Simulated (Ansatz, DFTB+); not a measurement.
## Computed against measured: dipole moment

10 molecules with nitrogen; the dipole moment in D, computed less measured. Shapes, held fixed at every level: PBE0-D4/def2-TZVP. No vibrational averaging. Dipoles are compared by magnitude; molecules under 1 D, whose direction can flip, are left out. Programs: Ansatz 0.2.0, DFTB+ 25.1. Measured values: NIST CCCBDB.

Levels: A = DFTB1; B = r2SCAN-D4/def2-TZVPP; C = B3LYP-D4/def2-TZVPP; D = wB97M-V/def2-TZVPP.

```csv
molecule,measured,A,B,C,D
HCN (hydrogen cyanide),2.98,+0.85,+0.04,+0.05,+0.06
NH3 (ammonia),1.47,-0.30,+0.12,+0.13,+0.14
CH2N2 (cyanamide),4.32,+2.24,+0.39,+0.32,+0.30
CH3N (methanimine),2.00,+0.20,-0.04,-0.01,+0.01
C2H3N (acetonitrile),3.92,+1.35,+0.13,+0.08,+0.08
CH5N (methylamine),1.31,-0.29,-0.03,-0.01,0.00
C2H5N (N-methylmethanimine),1.53,+0.18,-0.10,-0.06,-0.02
C3H3NO (oxazole),1.50,+1.10,+0.07,+0.06,+0.07
C2H7N (dimethylamine),1.03,-0.16,-0.13,-0.10,-0.07
C4H5N (pyrrole),1.84,+2.11,+0.10,+0.07,+0.11
```

Q: Which level does best on this set, which worst, and which err to one side?

A: 
```csv
level,kind,mean error,mean absolute error,worst case
DFTB1,semi-empirical,+0.728,0.878,CH2N2
r2SCAN-D4/def2-TZVPP,meta-GGA,+0.055,0.115,CH2N2
B3LYP-D4/def2-TZVPP,global hybrid,+0.053,0.089,CH2N2
wB97M-V/def2-TZVPP,range-separated hybrid,+0.068,0.086,CH2N2
```

On this set wB97M-V/def2-TZVPP has the smallest mean absolute error and DFTB1 the largest. DFTB1 is too high in 7 of 10; wB97M-V/def2-TZVPP is too high in 7 of 10. All levels miss CH2N2 on one side, which points to its shape or to the tabulated value. The tabulated value of C4H5N is in doubt (older tables, estimates, or at odds with other calculations) and kept here. Over the 9 molecules whose values aren't doubted the mean absolute errors are A 0.741; B 0.117; C 0.091; D 0.083. The smallest two are near a tie. The set is small.
